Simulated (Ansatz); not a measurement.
Stretch profile

NaAlH2S, closed shell, at its PBE0-D4/def2-TZVP minimum:

Na1  (-1.436, -1.335, 1.065)
S2  (0.849, -0.317, 1.567)
Al3  (0.420, 0.414, -0.358)
H4  (-1.039, -0.118, -0.913)
H5  (1.206, 1.356, -1.361)
(Å)

The bond length Al3–H5 (1.585 Å at the minimum) is set to the values below, the two halves moving rigidly along the bond. Each method's energies count from its own value at the PBE0-D4 minimum structure. Ansatz 0.2.0; basis: def2-TZVPP; cores frozen in the correlated methods. The outer core shell of Li, Na, Mg and K is correlated. The def2 sets are not built for correlating such inner shells, so the correlated values are less sure here. B3LYP uses VWN-RPA correlation.

```csv
bond length (Å),CCSD(T) (kcal/mol),PBE0-D4 (kcal/mol),r2SCAN-D4 (kcal/mol),wB97M-V (kcal/mol),PBE-D4 (kcal/mol)
1.395,6.93,7.07,7.00,6.35,7.54
1.450,3.16,3.28,3.23,2.77,3.64
1.531,0.40,0.46,0.44,0.26,0.61
1.625,0.28,0.24,0.25,0.39,0.12
1.729,2.80,2.65,2.67,3.15,2.16
1.842,7.54,7.28,7.29,8.16,6.35
1.962,13.94,13.50,13.53,14.84,12.04
2.087,21.33,20.87,20.81,22.58,18.81
2.219,29.36,29.02,28.81,31.06,26.32
```

Minimum and curvature along this coordinate at CCSD(T): A fifth-order fit through the nearest points gives 1.580 Å, with a curvature of about 13 eV/Å².

Problem. Treat the two halves as rigid bodies and work out the harmonic wavenumber of this stretch from that curvature (ν̃ = 521.5 √(k/μ) cm⁻¹ with k in eV/Å² and μ in u).

Solution. The halves weigh 83.05 and 1.01 u, so μ = 83.05 × 1.01/84.06 = 0.998 u and ν̃ = 521.5 √(13/0.998) ≈ 1900 cm⁻¹. A true normal mode mixes in other motions, so this is a guide only.

Largest difference from the CCSD(T) curve over the scan: B3LYP-D4 0.32; HF 3.59; MP2 2.33 kcal/mol. Each curve counts from its own value at the minimum.

The T1 diagnostic stays at or below 0.014.

For scale, one of the runs: CCSD(T)/def2-TZVPP, 144 basis functions, launched by `ansatz run in.yaml --threads 2 --pin off --events-out ev --progress --plain --max-ram 4352MiB`. The run took 25 s on 2 CPU threads of an Arm Neoverse N1 (shared host), with 0.82 GiB of host memory at its peak.
